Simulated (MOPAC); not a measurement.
MOPAC input (PM7):

```
PM7 FORCE THERMO(298,298) PRECISE LET CHARGE=-1 GEO-OK AUX(PRECISION=9) THREADS=1
C2H5O

C     1.19300239 1   -0.47811700 1   -0.01457274 1
C     0.18142519 1    0.50452156 1   -0.00115870 1
O    -1.20395003 1   -0.13814091 1    0.01357474 1
H    -1.88808833 1    0.51702137 1    0.02263060 1
H     0.13831657 1    1.13434820 1    0.90670838 1
H     0.11750101 1    1.13766508 1   -0.90550119 1
H     1.54017294 1   -0.93240778 1    0.86809780 1
H     1.51979204 1   -0.92916790 1   -0.90665648 1
```

Question: Which zero-point energy does it print?

Answer: 37.23 kcal/mol, from the harmonic wavenumbers of PM7.
